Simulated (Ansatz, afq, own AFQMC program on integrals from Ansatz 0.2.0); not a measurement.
# Atomization energy of AlGaHF, singlet, worked out

```xyz
4

F     0.0000    0.2780    2.8734
Al    0.0000   -0.3368    1.3309
Ga    0.0000    0.0372   -1.2999
H     0.0000    1.2041    0.1341
```

Connectivity, by distances: F–Al–Ga, 1 bridging H.

Basis cc-pVDZ. Noble-gas cores (and the filled d shells of Ga–Kr and In–Xe) are frozen. Integrals, coupled cluster, full CI and functionals: Ansatz 0.2.0; the random walks run on the same integrals in our own AFQMC program. ph-AFQMC/CISD is guided by a CISD state made of CCSD amplitudes; releasing the constraint for a short imaginary time cuts its bias at the price of noise, slowly where states lie close. Uncertainties: one standard error, sampling alone. No spin–orbit coupling.

Total energies in eV. CBS is CCSD(T) at the limit of def2-TZVPP/QZVPP (MP2 extrapolated, CCSD(T) minus MP2 added); the highest rung of each member is named.

Cautions: inner d shell frozen; no relativity below Rb; no spin-orbit coupling.

```tsv
member	count	CCSD(T)/cc-pVDZ	highest rung in cc-pVDZ	which	CCSD(T)/CBS
F (doublet)	+1	-2708.2832	-2708.2886	FCI	-2712.1238
Al (doublet)	+1	-6583.0131	-6583.0229	FCI	-6583.4737
Ga (doublet)	+1	-52333.9248	-52333.9312	FCI	-52336.2188
H (doublet)	+1	-13.5861	-13.5861	FCI	-13.6059
AlGaHF, singlet	-1	-61647.9976	-61648.0500	CCSDT(Q)	-61655.9142
```

Work out the best estimate of the atomization energy: the CCSD(T)/CBS difference plus the step from CCSD(T) to the highest rung.

Sums with the counts: CCSD(T)/CBS 10.4920 eV, highest rung 9.2212 eV, CCSD(T)/cc-pVDZ 9.1904 eV. The step is 9.2212 − 9.1904 = 0.0308 eV, so the best estimate is 10.4920 + (0.0308) = 10.5228 eV = 242.7 kcal/mol. The basis set is worth 1.302 eV of it. Zero-point, core-correlation and spin–orbit terms aren't in it. Past Ne the Hartree–Fock part of each CBS total tends to overshoot, since the cores don't follow the formula; that largely cancels in the difference.

Best estimates are given only where the step beyond CCSD(T) is under 0.3 eV and no member's determinant is very poor (T1 over 0.05, or 0.07 for open shells, ⟨S²⟩ too high by 0.3, two states mixed), so the hardest cases are missing from such tables.

CCSDT and higher add their correlation energy to the determinant of the CCSD(T) run, since their own runs factorise the integrals more tightly (a shift of under 2 meV). Each member of a difference takes its own highest rung, so a best estimate needn't equal the limit plus the step of one row.
